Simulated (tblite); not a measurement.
A geometry optimisation, step by step.

Species: C4H8N (doublet state).
SMILES with atom numbers: `[CH2:1][CH2:2]/[N:3]=[CH:4]/[CH3:5]` (hydrogens: H6, H7 on C1; H8, H9 on C2; H10 on C4; H11, H12, H13 on C5)
Bond orders are those of one Lewis drawing.

Computed with GFN2-xTB (tblite), gas phase: L-BFGS steps from a force-field or distance-geometry start until the largest atomic force falls under 0.01 eV/Å. 13 of its 69 geometries are shown.

Step 0: E = -419.8331 eV, largest atomic force 2.399 eV/Å
```
atom  x, y, z in Å  |  force x, y, z in eV/Å
C1      2.245    0.790    0.496   -0.886  -0.016  -2.213
C2      1.413   -0.444    0.152   -0.296   0.626   1.613
N3      0.058   -0.001    0.302   -1.099  -0.388  -0.553
C4     -0.938   -0.464   -0.343    1.084   1.319   1.685
C5     -2.286    0.136   -0.042    0.561   0.067   0.038
H6      3.219    0.763    0.014    0.085   0.105   0.566
H7      1.658    1.716    0.219    0.831  -0.946   0.847
H8      1.538   -1.245    0.948    0.242   0.541  -0.930
H9      1.621   -0.832   -0.860    0.205  -0.157   0.217
H10    -0.803   -1.267   -1.031   -0.337  -0.666  -0.799
H11    -2.114    1.074    0.537   -0.242  -0.784  -0.498
H12    -2.772    0.354   -1.006   -0.171  -0.174   0.633
H13    -2.842   -0.581    0.595    0.025   0.473  -0.608
```

Step 6: E = -420.2678 eV, largest atomic force 0.448 eV/Å
```
atom  x, y, z in Å  |  force x, y, z in eV/Å
C1      2.235    0.786    0.303   -0.011   0.175   0.000
C2      1.380   -0.411    0.172    0.319   0.084   0.090
N3      0.030    0.009    0.350    0.245  -0.163  -0.097
C4     -0.923   -0.457   -0.309   -0.218   0.145   0.049
C5     -2.262    0.124   -0.053   -0.337   0.095   0.093
H6      3.287    0.756    0.076   -0.167  -0.044   0.086
H7      1.705    1.726    0.314    0.308  -0.089   0.094
H8      1.599   -1.206    0.908    0.110   0.218   0.128
H9      1.603   -0.876   -0.803   -0.244  -0.247  -0.283
H10    -0.855   -1.259   -1.056    0.103  -0.010  -0.056
H11    -2.135    1.043    0.515   -0.058  -0.034  -0.008
H12    -2.804    0.330   -0.970    0.027  -0.006  -0.150
H13    -2.864   -0.563    0.535   -0.076  -0.126   0.052
```

Step 11: E = -420.3346 eV, largest atomic force 0.240 eV/Å
```
atom  x, y, z in Å  |  force x, y, z in eV/Å
C1      2.248    0.799    0.211    0.017   0.002  -0.023
C2      1.399   -0.403    0.142   -0.230  -0.065  -0.024
N3      0.039   -0.011    0.360   -0.114   0.123   0.015
C4     -0.938   -0.444   -0.294    0.028  -0.023  -0.034
C5     -2.300    0.117   -0.049    0.158  -0.065  -0.006
H6      3.312    0.738    0.127    0.091  -0.105  -0.033
H7      1.792    1.751    0.390   -0.021  -0.012   0.000
H8      1.677   -1.124    0.932    0.001   0.078   0.018
H9      1.531   -0.955   -0.815    0.049   0.026   0.000
H10    -0.865   -1.229   -1.067    0.058   0.047  -0.014
H11    -2.178    1.036    0.516   -0.170  -0.010   0.055
H12    -2.817    0.316   -0.989    0.100  -0.013   0.040
H13    -2.905   -0.589    0.519    0.032   0.016   0.006
```

Step 17: E = -420.3499 eV, largest atomic force 0.106 eV/Å
```
atom  x, y, z in Å  |  force x, y, z in eV/Å
C1      2.257    0.797    0.179    0.011  -0.012  -0.015
C2      1.384   -0.391    0.134    0.025  -0.013   0.003
N3      0.032    0.011    0.363    0.061   0.041   0.026
C4     -0.937   -0.433   -0.294    0.057   0.042   0.028
C5     -2.302    0.108   -0.044    0.003  -0.032  -0.027
H6      3.323    0.689    0.125   -0.056   0.014  -0.027
H7      1.812    1.746    0.404    0.101  -0.010  -0.032
H8      1.678   -1.082    0.945   -0.066  -0.028  -0.001
H9      1.516   -0.963   -0.812   -0.026   0.033   0.073
H10    -0.840   -1.208   -1.076   -0.030   0.079   0.043
H11    -2.234    1.026    0.535    0.030  -0.031  -0.004
H12    -2.791    0.307   -0.994   -0.089  -0.006  -0.003
H13    -2.902   -0.606    0.517   -0.020  -0.076  -0.062
```

Step 23: E = -420.3663 eV, largest atomic force 0.145 eV/Å
```
atom  x, y, z in Å  |  force x, y, z in eV/Å
C1      2.286    0.787    0.125    0.026  -0.042   0.136
C2      1.370   -0.365    0.146    0.035   0.016   0.034
N3      0.033    0.076    0.388   -0.026  -0.074  -0.033
C4     -0.926   -0.378   -0.278   -0.044   0.005  -0.032
C5     -2.316    0.085   -0.046   -0.114   0.055   0.018
H6      3.342    0.616    0.092    0.077   0.032  -0.067
H7      1.904    1.747    0.403    0.043   0.045  -0.047
H8      1.638   -1.046    0.976    0.021   0.029  -0.005
H9      1.477   -0.971   -0.781   -0.073  -0.004   0.033
H10    -0.806   -1.131   -1.070    0.066  -0.093  -0.071
H11    -2.304    0.981    0.565   -0.051   0.002   0.043
H12    -2.804    0.287   -0.998   -0.008   0.042  -0.013
H13    -2.896   -0.687    0.461    0.049  -0.014   0.005
```

Step 28: E = -420.3778 eV, largest atomic force 0.064 eV/Å
```
atom  x, y, z in Å  |  force x, y, z in eV/Å
C1      2.312    0.770    0.167    0.008   0.043  -0.014
C2      1.362   -0.354    0.168   -0.014   0.020   0.024
N3      0.025    0.101    0.393   -0.033   0.009   0.010
C4     -0.926   -0.352   -0.285    0.000  -0.027  -0.008
C5     -2.330    0.079   -0.050    0.056  -0.025  -0.017
H6      3.361    0.593    0.038   -0.013  -0.025  -0.013
H7      1.956    1.760    0.364    0.018  -0.010  -0.008
H8      1.602   -1.044    0.996    0.036  -0.014   0.030
H9      1.450   -0.962   -0.760    0.029   0.004   0.011
H10    -0.774   -1.109   -1.075   -0.058   0.014  -0.016
H11    -2.347    0.956    0.592   -0.019  -0.057  -0.016
H12    -2.820    0.294   -0.998    0.000   0.027   0.033
H13    -2.876   -0.733    0.433   -0.009   0.040  -0.015
```

Step 34: E = -420.3801 eV, largest atomic force 0.053 eV/Å
```
atom  x, y, z in Å  |  force x, y, z in eV/Å
C1      2.319    0.771    0.159   -0.005  -0.003   0.004
C2      1.360   -0.346    0.180   -0.009  -0.001  -0.016
N3      0.020    0.107    0.397    0.002  -0.028   0.027
C4     -0.927   -0.346   -0.287    0.011  -0.008   0.001
C5     -2.334    0.071   -0.053    0.001   0.012   0.008
H6      3.363    0.569    0.021   -0.009   0.012  -0.008
H7      1.986    1.768    0.359    0.001  -0.004  -0.008
H8      1.607   -1.030    1.014   -0.021   0.035  -0.018
H9      1.449   -0.959   -0.745    0.022  -0.020   0.021
H10    -0.779   -1.094   -1.085    0.009  -0.008  -0.010
H11    -2.368    0.934    0.603    0.021   0.033   0.036
H12    -2.822    0.303   -0.997   -0.005   0.003  -0.009
H13    -2.878   -0.748    0.417   -0.019  -0.023  -0.028
```

Step 40: E = -420.3813 eV, largest atomic force 0.041 eV/Å
```
atom  x, y, z in Å  |  force x, y, z in eV/Å
C1      2.318    0.773    0.157   -0.006  -0.009  -0.014
C2      1.359   -0.344    0.183    0.016  -0.020   0.008
N3      0.016    0.098    0.402    0.027   0.012  -0.021
C4     -0.929   -0.350   -0.288    0.012   0.006  -0.001
C5     -2.335    0.071   -0.051   -0.012  -0.007  -0.008
H6      3.359    0.565    0.008    0.000   0.015  -0.006
H7      1.994    1.773    0.353   -0.026   0.007   0.000
H8      1.608   -1.017    1.024   -0.001  -0.008   0.019
H9      1.460   -0.967   -0.734   -0.026  -0.006   0.011
H10    -0.782   -1.090   -1.094    0.012   0.000   0.000
H11    -2.364    0.927    0.617    0.004  -0.019   0.012
H12    -2.820    0.315   -0.994    0.009   0.037  -0.015
H13    -2.887   -0.754    0.398   -0.008  -0.006   0.015
```

Step 45: E = -420.3841 eV, largest atomic force 0.063 eV/Å
```
atom  x, y, z in Å  |  force x, y, z in eV/Å
C1      2.308    0.775    0.141   -0.001  -0.008  -0.010
C2      1.361   -0.351    0.201   -0.027   0.008   0.011
N3      0.016    0.088    0.403   -0.039   0.007   0.039
C4     -0.926   -0.357   -0.293    0.001   0.048  -0.029
C5     -2.331    0.067   -0.051    0.011   0.026  -0.011
H6      3.346    0.577   -0.037    0.008   0.013  -0.001
H7      1.980    1.778    0.328   -0.026  -0.056  -0.003
H8      1.598   -0.993    1.069    0.062   0.008  -0.006
H9      1.472   -1.004   -0.694   -0.016   0.006   0.006
H10    -0.769   -1.078   -1.114   -0.031  -0.031   0.024
H11    -2.351    0.882    0.665    0.006   0.011   0.021
H12    -2.798    0.383   -0.982    0.014  -0.003  -0.010
H13    -2.912   -0.766    0.347    0.037  -0.029  -0.031
```

Step 51: E = -420.3883 eV, largest atomic force 0.063 eV/Å
```
atom  x, y, z in Å  |  force x, y, z in eV/Å
C1      2.295    0.772    0.099   -0.015   0.000   0.016
C2      1.359   -0.358    0.221    0.009  -0.032  -0.010
N3      0.011    0.079    0.417    0.044   0.004   0.036
C4     -0.923   -0.349   -0.299    0.042  -0.015   0.044
C5     -2.327    0.072   -0.053    0.002   0.003  -0.020
H6      3.336    0.589   -0.081   -0.016  -0.028  -0.012
H7      1.960    1.765    0.310   -0.023   0.057  -0.006
H8      1.620   -0.954    1.116   -0.002  -0.001  -0.010
H9      1.463   -1.048   -0.643    0.001  -0.012  -0.021
H10    -0.767   -1.067   -1.122    0.001  -0.005   0.001
H11    -2.348    0.832    0.722   -0.037   0.000  -0.023
H12    -2.769    0.456   -0.971   -0.006   0.023   0.015
H13    -2.916   -0.788    0.266    0.001   0.005  -0.011
```

Step 57: E = -420.3902 eV, largest atomic force 0.042 eV/Å
```
atom  x, y, z in Å  |  force x, y, z in eV/Å
C1      2.284    0.773    0.091   -0.005  -0.011  -0.011
C2      1.361   -0.366    0.236    0.012  -0.003   0.009
N3      0.014    0.070    0.433    0.007  -0.019  -0.014
C4     -0.915   -0.347   -0.295   -0.025  -0.023   0.025
C5     -2.320    0.074   -0.057   -0.029   0.003   0.015
H6      3.319    0.591   -0.120   -0.002   0.015  -0.002
H7      1.939    1.767    0.285    0.010  -0.004  -0.013
H8      1.628   -0.940    1.143    0.018  -0.023  -0.016
H9      1.467   -1.072   -0.617   -0.007   0.029   0.022
H10    -0.761   -1.062   -1.123    0.027   0.025   0.016
H11    -2.355    0.798    0.752   -0.012   0.000   0.003
H12    -2.748    0.510   -0.958    0.017  -0.008  -0.021
H13    -2.918   -0.797    0.210   -0.011   0.018  -0.014
```

Step 62: E = -420.3923 eV, largest atomic force 0.050 eV/Å
```
atom  x, y, z in Å  |  force x, y, z in eV/Å
C1      2.268    0.773    0.071    0.014  -0.006   0.011
C2      1.366   -0.377    0.255   -0.008   0.006   0.001
N3      0.017    0.051    0.465   -0.015   0.003   0.039
C4     -0.912   -0.350   -0.274    0.015   0.001   0.007
C5     -2.320    0.080   -0.058    0.007  -0.007  -0.011
H6      3.300    0.603   -0.157    0.015   0.006  -0.005
H7      1.915    1.767    0.254   -0.006  -0.009  -0.010
H8      1.661   -0.942    1.159   -0.014   0.021   0.010
H9      1.466   -1.090   -0.591   -0.022   0.008  -0.028
H10    -0.743   -1.050   -1.110   -0.032   0.006  -0.014
H11    -2.378    0.770    0.779    0.018  -0.028  -0.015
H12    -2.709    0.562   -0.955    0.038  -0.029   0.016
H13    -2.937   -0.795    0.144   -0.009   0.026  -0.001
```

Step 68: E = -420.3932 eV, largest atomic force 0.009 eV/Å
```
atom  x, y, z in Å  |  force x, y, z in eV/Å
C1      2.264    0.772    0.070   -0.007   0.003   0.000
C2      1.366   -0.380    0.263   -0.002   0.004   0.002
N3      0.017    0.042    0.481   -0.003   0.007  -0.002
C4     -0.909   -0.353   -0.265    0.000  -0.005  -0.003
C5     -2.316    0.079   -0.058    0.001  -0.002   0.004
H6      3.295    0.609   -0.174   -0.003  -0.005   0.005
H7      1.902    1.765    0.237    0.002   0.007  -0.004
H8      1.668   -0.940    1.167    0.004  -0.006  -0.003
H9      1.461   -1.092   -0.586   -0.008  -0.001   0.004
H10    -0.741   -1.044   -1.109    0.003  -0.002  -0.008
H11    -2.379    0.755    0.789    0.006   0.006   0.000
H12    -2.684    0.578   -0.954    0.006   0.000   0.007
H13    -2.947   -0.790    0.121    0.001  -0.004  -0.003
```

Task: Summarise the path.

Result: The energy falls by 0.5601 eV from step 0 to step 68; nine tenths of that is first reached at step 12. It falls at every step. The largest force goes from 2.399 to 0.009 eV/Å. Among the bonds C1–H7 changes most, from 1.130 to 1.070 Å; the atoms move by 0.322 Å rms after alignment.

The cost below is that of the whole relaxation. The run took 0.19 s on one thread of an Arm Neoverse V2, no GPU, shared host.
